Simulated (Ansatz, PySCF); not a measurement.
System: formaldehyde, CH$_{2}$O (charge 0, singlet). SMILES: C=O
Geometry from a B3LYP-D3(BJ)/def2-TZVP (Ansatz, a first-principles code) optimisation:
```
C
O 1 1.1989
H 1 1.1075 2 122.05
H 1 1.1075 3 115.91 2 180.00
```
Charge 0, spin multiplicity 1.

Quantity: atomisation energy (electronic, to ground-state atoms), in eV. Valence correlation only, unless marked. Open shells are spin-unrestricted. No spin-orbit coupling. Non-relativistic unless marked X2C. The coupled-cluster limit lacks core correlation, which all-electron functionals hold. Basis-set limits of correlation are two-point, X^-3; Hartree-Fock from the larger set.

```json
[
 {"level": "SVWN5/def2-TZVPD", "program": "Ansatz", "atomisation energy (eV)": "18.79"},
 {"level": "BLYP-D4/def2-TZVPD", "program": "Ansatz + dftd4", "atomisation energy (eV)": "(withheld)"},
 {"level": "M06-L/def2-TZVPD", "program": "PySCF", "atomisation energy (eV)": "(withheld)"},
 {"level": "TPSSh-D4/def2-TZVPD", "program": "PySCF + dftd4", "atomisation energy (eV)": "(withheld)"},
 {"level": "r2SCANh/def2-TZVPD", "program": "Ansatz", "atomisation energy (eV)": "(withheld)"},
 {"level": "HSE06-D4/def2-TZVPD", "program": "Ansatz + dftd4", "atomisation energy (eV)": "16.17"},
 {"level": "SCS-MP2/cc-pVTZ", "program": "Ansatz", "atomisation energy (eV)": "16.07"},
 {"level": "CCSD/def2-QZVPPD", "program": "Ansatz", "atomisation energy (eV)": "15.70"},
 {"level": "X2C-CCSD(T)/cc-pVTZ-DK", "program": "Ansatz", "atomisation energy (eV)": "15.75"},
 {"level": "CCSD(T)/CBS(def2-TZVPPD,def2-QZVPPD)", "program": "Ansatz", "atomisation energy (eV)": "16.18"}
]
```

Question: Complete the blanks.

Answer: 
- BLYP-D4/def2-TZVPD, atomisation energy (eV): 16.41
- M06-L/def2-TZVPD, atomisation energy (eV): 16.16
- TPSSh-D4/def2-TZVPD, atomisation energy (eV): 16.13
- r2SCANh/def2-TZVPD, atomisation energy (eV): 15.98
